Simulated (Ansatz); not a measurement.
The input, for Ansatz 0.2.0:

```yaml
crystal:
  periodic: [false, false, false]
  atoms:
    - {symbol: N, position_ang: [-1.863322, -0.011841, -0.018431]}
    - {symbol: H, position_ang: [-2.160602, 0.955993, -0.018431]}
    - {symbol: H, position_ang: [-2.160601, -0.414140, 0.861829]}
    - {symbol: H, position_ang: [-0.693322, -0.011841, -0.018431]}
    - {symbol: Si, position_ang: [0.957678, -0.011841, -0.018431]}
    - {symbol: H, position_ang: [1.407650, -1.428094, -0.018431]}
    - {symbol: H, position_ang: [1.407652, 0.696285, -1.244942]}
    - {symbol: H, position_ang: [1.407652, 0.696286, 1.208081]}
basis:
  gaussian: {orbitals: cc-pVDZ}
magnetization: {spin_polarized: true, initial_magnetization: 1}
correlation: {method: ccsd_t, electrons: outside_noble_gas}
```

```sh
$ ansatz run in.yaml --threads 1 --pin off --events-out ev --progress --plain --max-ram 4096MiB --backend cpu
```

Output:

```
577 factors; integrals over basis functions are off by at most 1.3e-3 eV
mean field evaluation 1: about -9433.8213 eV, gradient 2.0e1 eV
mean field evaluation 2: about -9433.8225 eV, gradient 2.0e1 eV
mean field evaluation 4: about -9436.0104 eV, gradient 2.2e0 eV
mean field evaluation 8: about -9436.0754 eV, gradient 4.8e-2 eV
mean field evaluation 16: about -9436.0088 eV, gradient 2.2e0 eV
mean field evaluation 32: about -9432.8062 eV, gradient 3.7e-2 eV
mean field -9436.07509719 eV, -346.7693638203 hartree, gradient 2.8e-6 eV, S^2 0.774210; 1 other end points of the search recorded, 0 dependent functions left out
determinant -9436.07509719 eV, -346.7693638203 hartree, with singles and doubles -9445.23134701 eV, -347.1058497947 hartree
determinant -9432.80621164 eV, -346.6492344922 hartree, with singles and doubles -9441.82381527 eV, -346.9806253130 hartree
6 core orbitals not correlated: weight in the atoms' cores, before any rotation towards them, 1.000 or more for the frozen orbitals, at most 0.000 for the correlated occupied ones
reference -9436.07509719 eV, -346.7693638203 hartree; 8, 7 occupied and 48, 49 virtual orbitals, 577 factors
second order -7.96327725 eV of doubles, -0.00000000 eV of singles
cycle   1  -9.15623575 eV  change    1.4e-5 eV  update   7.7e-4
cycle   2  -9.15625884 eV  change   -2.3e-5 eV  update   5.4e-4
cycle   3  -9.15610866 eV  change    1.5e-4 eV  update   2.5e-4
cycle   4  -9.15616570 eV  change   -5.7e-5 eV  update   1.4e-4
cycle   5  -9.15633644 eV  change   -1.7e-4 eV  update   6.3e-5
cycle   6  -9.15635772 eV  change   -2.1e-5 eV  update   3.2e-5
cycle   7  -9.15630044 eV  change    5.7e-5 eV  update   1.1e-5
cycle   8  -9.15628795 eV  change    1.2e-5 eV  update   3.1e-6
perturbative correction -0.21288319 eV, -0.0078233129 hartree
Total energy: -9445.44426833 eV, -347.1136745090 hartree
```

For the same geometry and basis UCCSDT(Q) lies 43.3 meV lower.

Ran on 1 thread of AMD EPYC 7R13, shared host: 5 s wall, 0.25 GiB peak host memory.
